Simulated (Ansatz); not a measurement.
Rhenium, hcp: convergence with Methfessel-Paxton smearing

Computed with Ansatz, r²SCAN, scalar-relativistic PAW, on the relaxed cell (a = 2.760 Å, c = 4.457 Å (c/a = 1.615); spin not included). Errors count from a run at 500 eV on a Γ-centred 21×21×12 mesh with Fermi-Dirac smearing of 0.1 eV, extrapolated to zero width. Fixed here: cutoff 500 eV, mesh 13×13×7. The SCF starts from atomic densities corrected by a trained network.

| width (eV) | E(σ→0) error (meV/atom) | F error (meV/atom) | P (GPa) | SCF iterations |
| --- | --- | --- | --- | --- |
| 0.03 | 0.2 | 0.2 | -0.23 | 5 |
| 0.1 | 0.3 | 0.4 | -0.24 | 6 |
| 0.2 | 0.5 | 0.5 | -0.28 | 6 |
| 0.3 | 0.3 | 0.7 | -0.20 | 6 |
| 0.6 | 1.8 | 3.7 | -0.15 | 6 |
| 1.0 | 5.8 | 8.5 | -0.23 | 5 |

Q: What does the run at 0.01 give (width)?

A: E(σ→0) error (meV/atom): 0.2; F error (meV/atom): 0.2; P (GPa): -0.23; SCF iterations: 6.
